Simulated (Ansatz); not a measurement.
# H2Cl (doublet): from Hartree-Fock to the top rungs at distance H1–H2 along a hydrogen transfer = 1.061 Å, cc-pVDZ

How much of the correlation energy of H2Cl (doublet) does each wave-function method recover here?

Program: Ansatz 0.2.0, Gaussian basis. Level of theory: cc-pVDZ, core rule «outside noble gas», up to 5 orbitals frozen. These are calculated values, not measurements.

Plan: UHF; CCSD(T) on ROHF; CCSD(T) on UHF; BCCD(T) on ROHF; CISD; CCSDT(Q) on ROHF; CCSDT(Q) on UHF; CCSDTQ on ROHF; CCSDTQ on UHF; CASSCF and MRCISD+Q, 3 electrons in 3 orbitals; CASSCF and NEVPT2, 3 electrons in 3 orbitals; CASSCF and MRCISD+Q, 9 electrons in 6 orbitals; CASSCF and NEVPT2, 9 electrons in 6 orbitals; Full CI.

### 1 What is computed

The geometry derives from fragments relaxed apart (PBE0/def2-TZVP) and kept rigid, so it is no stationary point. A hydrogen atom is moved between rigid fragments.

3 atoms, charge 0, spin multiplicity 2.

Atoms are counted from 1 here; the program's logs count them from 0.

Bond lengths: H2–Cl3 1.350 Å.

### 2 UHF

File in.yaml:

```yaml
crystal:
  periodic: [false, false, false]
  atoms:
    - {symbol: H, position_ang: [0.000000, 0.000000, -1.157333]}
    - {symbol: H, position_ang: [0.000000, 0.000000, -0.096333]}
    - {symbol: Cl, position_ang: [0.000000, 0.000000, 1.253667]}
basis:
  gaussian: {orbitals: cc-pVDZ}
magnetization: {spin_polarized: true, initial_magnetization: 1}
hamiltonian: {xc: hf}
output: {orbitals: {seedname: orbitals}}
```

Launch:

```console
$ ansatz run in.yaml --threads 1 --pin off --events-out ev --progress --plain --max-ram 2816MiB --backend cpu
```

Further steps of the session: CCSD(T) on ROHF; CCSD(T) on UHF; BCCD(T) on ROHF; CISD; CCSDT(Q) on ROHF; CCSDT(Q) on UHF; CCSDTQ on ROHF; CCSDTQ on UHF; CASSCF and MRCISD+Q, 3 electrons in 3 orbitals; CASSCF and NEVPT2, 3 electrons in 3 orbitals; CASSCF and MRCISD+Q, 9 electrons in 6 orbitals; CASSCF and NEVPT2, 9 electrons in 6 orbitals; Full CI.

**Question.** What will the summary of the whole plan be? Wanted: FCI below the RHF energy; RMP2 from FCI; UMP2 from FCI; RCCSD from FCI; RCCSD(T) from FCI; UCCSD(T) from FCI; RCCSDT(Q) from FCI; UCCSDT(Q) from FCI; NEVPT2 pair from FCI.

**Answer**, as computed:

```
                         quantity                                                                                                                 value
         FCI below the RHF energy                                                                                                            -4.9129 eV
                    RMP2 from FCI                                                                                                       +14.26 kcal/mol
                    UMP2 from FCI                                                                                                       +14.22 kcal/mol
                   RCCSD from FCI                                                                                                        +2.28 kcal/mol
                RCCSD(T) from FCI                                                                                                        +0.42 kcal/mol
                UCCSD(T) from FCI                                                                                                        +0.40 kcal/mol
               RCCSDT(Q) from FCI                                                                                                        +0.02 kcal/mol
               UCCSDT(Q) from FCI                                                                                                        +0.01 kcal/mol
             NEVPT2 pair from FCI                                                                                                       +12.60 kcal/mol
           MRCISD+Q pair from FCI                                                                                                        +0.15 kcal/mol
          NEVPT2 valence from FCI                                                                                                       +21.07 kcal/mol
levels within 1 kcal/mol (43 meV)  RCCSD(T), UCCSD(T), BCCD(T), RCCSDT, UCCSDT, RCCSDT(Q), UCCSDT(Q), RCCSDTQ, UCCSDTQ, MRCISD+Q pair, MRCISD+Q valence
                    T1 diagnostic                                                                                                                 0.024
   effectively unpaired electrons                                                                                                                  1.03
```

What this shows: RCCSD(T) lands +0.42 kcal/mol from the yardstick (0.4 % of the correlation energy). One determinant dominates. Of the multireference levels listed MRCISD+Q valence comes nearest in total energy (+0.14 kcal/mol), which doesn't show that its space is the better one. These misses are within one basis, not against nature; the frozen cores of restricted and unrestricted runs differ, which can shift their rows.
